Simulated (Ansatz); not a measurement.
# BHS (quintet): the correlation ladder, def2-QZVPP

The task here is to estimate one member of a computed series from the others.

The runs use Ansatz 0.2.0, Gaussian basis; def2-QZVPP, core rule «outside noble gas», up to 6 orbitals frozen.

Plan: UHF; ROHF; CCSD(T) on UHF.

2 further runs of the same task are left out: 2 set aside as unsound or not needed.

## The system

The geometry is a PBE0/def2-TZVP stationary point (not a proven minimum) of the parent state, kept for this charge and spin.

3 atoms, charge 0, spin multiplicity 5.

Atoms are counted from 1 here; the program's logs count them from 0.

Bond lengths: B1–S2 1.710 Å, S2–H3 1.369 Å. Angles: B1–S2–H3 103.8°.

Set-up of the first run:

in.yaml

```yaml
crystal:
  periodic: [false, false, false]
  atoms:
    - {symbol: B, position_ang: [0.000000, 0.089300, 1.293314]}
    - {symbol: S, position_ang: [0.000000, -0.068618, -0.409085]}
    - {symbol: H, position_ang: [0.000000, 1.225097, -0.857906]}
basis:
  gaussian: {orbitals: "def2-QZVPP.json"}
magnetization: {spin_polarized: true, initial_magnetization: 4}
hamiltonian: {xc: hf}
output: {orbitals: {seedname: orbitals}}
```

The run is started by

```console
$ ansatz run in.yaml --threads 1 --pin off --events-out ev --progress --plain --max-ram 2393MiB
```

Steps of the session up to this table: UHF; ROHF; CCSD(T) on UHF.

One of the session's tables, all rows but one given; the rest of the session is left out.

```
  method  from UCCSD(T) (kcal/mol)
    ROHF                   +160.43
     UHF                   +155.66
    UMP2                    +24.99
   UCCSD                         ?
UCCSD(T)                         0
```

Estimate the missing values for UCCSD.

**Answer.** from UCCSD(T) (kcal/mol): +6.54. In the column «from UCCSD(T) (kcal/mol)» it lies between UCCSD(T) (0) and UMP2 (+24.99).
